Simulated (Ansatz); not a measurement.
Input for Ansatz (a quantum-chemistry and plane-wave program): R-PBE/def2-TZVPPD on CH4O (SMILES CO) with ghost functions. Files ending in .json are basis or fitting sets from the Basis Set Exchange.

Ansatz 0.2 input:
```yaml
crystal:
  periodic: [false, false, false]
  atoms:
    - {symbol: O, position_ang: [-1.02234054, 0.44484334, -0.00345818]}
    - {symbol: H, position_ang: [-0.05807154, 0.41237134, -0.00310418]}
    - {symbol: C, position_ang: [-1.48376954, -0.89060866, 0.00481482]}
    - {symbol: H, position_ang: [-2.57005554, -0.85922166, 0.00395182]}
    - {symbol: H, position_ang: [-1.16174454, -1.45009266, -0.87671418]}
    - {symbol: H, position_ang: [-1.16280654, -1.43878766, 0.89380782]}
basis:
  gaussian:
    orbitals: def2-TZVPPD.json
    ghost_atoms:
      - {symbol: O, position_ang: [2.12458446, 0.34074234, -0.00076118]}
      - {symbol: H, position_ang: [2.56378846, 0.72889434, -0.76063418]}
      - {symbol: H, position_ang: [2.56246846, 0.74334634, 0.75232782]}
hamiltonian:
  xc: {name: PBE}
scf: {lower_state_search: off}
```

The log:

```
WARN ansatz: RAYON_NUM_THREADS=1 ignored (pool sized by the plan → 1); use --threads N
Functional definition: PBE
these checks for a lower state are left out or cut short: stability, starts, cluster_reference, orbital_swaps, neighbouring_geometries, increment
integrals: 0.08 GiB planned
880 factors; their error is unknown
mean field: 0.80 GiB planned
mean field evaluation 1: about -3139.4199 eV, gradient 6.0e1 eV
mean field evaluation 2: about -3118.6071 eV, gradient 1.2e2 eV
mean field evaluation 4: about -3146.4544 eV, gradient 8.3e0 eV
mean field evaluation 8: about -3146.5839 eV, gradient 2.1e-2 eV
mean field evaluation 16: about -3146.5639 eV, gradient 1.3e-5 eV
mean field -3146.56392275 eV, -115.6340913435 hartree, gradient 1.7e-6 eV, S^2 0.000000; 0 other end points of the search recorded, 0 dependent functions left out
reference -3146.56396400 eV, -115.6340928593 hartree; 9, 9 occupied and 210, 210 virtual orbitals, 880 factors
Total energy: -3146.56396400 eV, -115.6340928593 hartree
Checks for a lower state left out: stability, starts, cluster_reference, orbital_swaps, neighbouring_geometries, increment
```

The run converged.

Cost: around 1.1 core-seconds (rough).
